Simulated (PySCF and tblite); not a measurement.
Results of a calculation; reference values are marked as such.
C5H8, numbered as in [CH2:1]=[CH:2][C:3](=[CH2:4])[CH3:5].

The ensemble was built from 90 distance-geometry starts (ETKDG and KDG, MMFF94s, GFN2-xTB) and rests on PBE0-D3(BJ)/def2-SVP geometries. Energies: B3LYP-D3(BJ)/def2-TZVP, with GFN2-xTB thermal terms (modes under about 100 cm⁻¹ blended into free rotors). Symmetry numbers and mirror images are counted. Conformers within 3 kcal/mol (GFN2-xTB free energy) were kept, 8 at most. Couplings: B3LYP/pcJ-1 (gas phase; spin-dipole term only for pairs with B, N, F, Si or P). Couplings are for ¹³C, ¹H. Of two unlike H on one atom, a is the less shielded (B3LYP/pcSseg-2). Run with PySCF (density fitting) and tblite.

Torsions listed: C1–C2–C3–C5. Of a mirror pair one member is shown.

```csv
conformer,shape,weight %
1,0°,98.5
2,146°,1.5
```

Question: Give the couplings in each conformer and the averages at 298.15 K (pairs that fast motion interchanges averaged).

Answer: 
```json
{"coupling": "¹J(C1,C2)", "pairs": "1", "1": "76.1", "2": "76.9", "average (Hz)": "76.1"}
{"coupling": "¹J(C1,H1a)", "pairs": "1", "1": "164.7", "2": "166.5", "average (Hz)": "164.7"}
{"coupling": "¹J(C1,H1b)", "pairs": "1", "1": "170.1", "2": "169.8", "average (Hz)": "170.1"}
{"coupling": "²J(C1,H2)", "pairs": "1", "1": "0.2", "2": "-0.5", "average (Hz)": "0.2"}
{"coupling": "⁴J(C1,H4a)", "pairs": "1", "1": "0.8", "2": "-1.4", "average (Hz)": "0.7"}
{"coupling": "⁴J(C1,H4b)", "pairs": "1", "1": "-0.8", "2": "-1.4", "average (Hz)": "-0.8"}
{"coupling": "¹J(C2,C3)", "pairs": "1", "1": "56.1", "2": "56.1", "average (Hz)": "56.1"}
{"coupling": "²J(H1a,C2)", "pairs": "1", "1": "-2.0", "2": "-2.4", "average (Hz)": "-2.0"}
{"coupling": "²J(H1b,C2)", "pairs": "1", "1": "-0.5", "2": "-0.6", "average (Hz)": "-0.5"}
{"coupling": "¹J(C2,H2)", "pairs": "1", "1": "160.6", "2": "158.9", "average (Hz)": "160.6"}
{"coupling": "³J(C2,H4a)", "pairs": "1", "1": "12.9", "2": "11.5", "average (Hz)": "12.9"}
{"coupling": "³J(C2,H4b)", "pairs": "1", "1": "9.0", "2": "6.4", "average (Hz)": "9.0"}
{"coupling": "³J(C2,H5)", "pairs": "3", "1": "4.2", "2": "5.2", "average (Hz)": "4.2"}
{"coupling": "¹J(C3,C4)", "pairs": "1", "1": "77.3", "2": "78.3", "average (Hz)": "77.3"}
{"coupling": "¹J(C3,C5)", "pairs": "1", "1": "45.8", "2": "45.7", "average (Hz)": "45.8"}
{"coupling": "³J(H1a,C3)", "pairs": "1", "1": "7.5", "2": "6.9", "average (Hz)": "7.5"}
{"coupling": "³J(H1b,C3)", "pairs": "1", "1": "12.3", "2": "12.2", "average (Hz)": "12.3"}
{"coupling": "²J(H2,C3)", "pairs": "1", "1": "4.2", "2": "2.2", "average (Hz)": "4.1"}
{"coupling": "²J(C3,H4a)", "pairs": "1", "1": "-0.7", "2": "-0.7", "average (Hz)": "-0.7"}
{"coupling": "²J(C3,H4b)", "pairs": "1", "1": "-1.1", "2": "-1.4", "average (Hz)": "-1.1"}
{"coupling": "²J(C3,H5)", "pairs": "3", "1": "-5.9", "2": "-6.1", "average (Hz)": "-5.9"}
{"coupling": "⁴J(H1a,C4)", "pairs": "1", "1": "-1.6", "2": "-1.5", "average (Hz)": "-1.6"}
{"coupling": "⁴J(H1b,C4)", "pairs": "1", "1": "-1.1", "2": "-1.6", "average (Hz)": "-1.1"}
{"coupling": "³J(H2,C4)", "pairs": "1", "1": "5.6", "2": "6.1", "average (Hz)": "5.6"}
{"coupling": "¹J(C4,H4a)", "pairs": "1", "1": "168.0", "2": "167.7", "average (Hz)": "168.0"}
{"coupling": "¹J(C4,H4b)", "pairs": "1", "1": "166.7", "2": "167.9", "average (Hz)": "166.7"}
{"coupling": "³J(C4,H5)", "pairs": "3", "1": "6.7", "2": "6.7", "average (Hz)": "6.7"}
{"coupling": "³J(H2,C5)", "pairs": "1", "1": "5.1", "2": "3.5", "average (Hz)": "5.1"}
{"coupling": "³J(H4a,C5)", "pairs": "1", "1": "7.0", "2": "7.3", "average (Hz)": "7.0"}
{"coupling": "³J(H4b,C5)", "pairs": "1", "1": "11.3", "2": "11.8", "average (Hz)": "11.3"}
{"coupling": "¹J(C5,H5)", "pairs": "3", "1": "133.4", "2": "133.4", "average (Hz)": "133.4"}
{"coupling": "²J(H1a,H1b)", "pairs": "1", "1": "1.1", "2": "2.2", "average (Hz)": "1.1"}
{"coupling": "³J(H1a,H2)", "pairs": "1", "1": "18.7", "2": "18.3", "average (Hz)": "18.7"}
{"coupling": "⁵J(H1a,H4a)", "pairs": "1", "1": "0.9", "2": "0.5", "average (Hz)": "0.9"}
{"coupling": "⁵J(H1a,H4b)", "pairs": "1", "1": "0.8", "2": "0.6", "average (Hz)": "0.8"}
{"coupling": "³J(H1b,H2)", "pairs": "1", "1": "11.9", "2": "12.0", "average (Hz)": "11.9"}
{"coupling": "⁵J(H1b,H4a)", "pairs": "1", "1": "1.6", "2": "0.4", "average (Hz)": "1.6"}
{"coupling": "⁵J(H1b,H4b)", "pairs": "1", "1": "1.0", "2": "0.5", "average (Hz)": "1.0"}
{"coupling": "⁴J(H2,H4a)", "pairs": "1", "1": "-0.6", "2": "0.2", "average (Hz)": "-0.6"}
{"coupling": "⁴J(H2,H4b)", "pairs": "1", "1": "-0.8", "2": "-1.5", "average (Hz)": "-0.8"}
{"coupling": "²J(H4a,H4b)", "pairs": "1", "1": "2.3", "2": "2.4", "average (Hz)": "2.3"}
{"coupling": "⁴J(H4a,H5)", "pairs": "3", "1": "-2.0", "2": "-2.2", "average (Hz)": "-2.0"}
{"coupling": "⁴J(H4b,H5)", "pairs": "3", "1": "-1.4", "2": "-1.6", "average (Hz)": "-1.4"}
{"coupling": "²J(H5,H5)", "pairs": "3", "1": "-15.7", "2": "-15.7", "average (Hz)": "-15.7"}
```
